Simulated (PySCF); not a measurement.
# Working out the ionisation energy of F

F [He] 2s2 2p5 (2P) → F⁺ [He] 2s2 2p4 (3P). All numbers are calculated (PySCF 2.14, scalar relativity by spin-free X2C-1e, in x2c-TZVPPall (5s3p2d1f, 31 functions)). Frozen: 1s2. Energies in hartree (1 hartree = 27.21139 eV):

```
            part   F (lower)  F⁺ (upper)
             UHF  -99.498859  -98.924060
CCSD correlation   -0.210004   -0.156640
             (T)   -0.003440   -0.001904
```

Question: What does Hartree-Fock give?

Answer: (-98.924060) − (-99.498859) = 0.574799 hartree = 15.641 eV.

Question: What do CCSD and CCSD(T) give?

Answer: The CCSD correlation energies differ by 0.053364 hartree = 1.452 eV and the triples by 0.001536 hartree = 0.042 eV, so CCSD gives 17.093 eV and CCSD(T) 17.135 eV.

Measured between the centres of the two terms (NIST): 17.427 eV, so CCSD(T) (valence) is off by -0.292 eV.

What remains against the reference includes basis incompleteness, the frozen core and higher excitations.
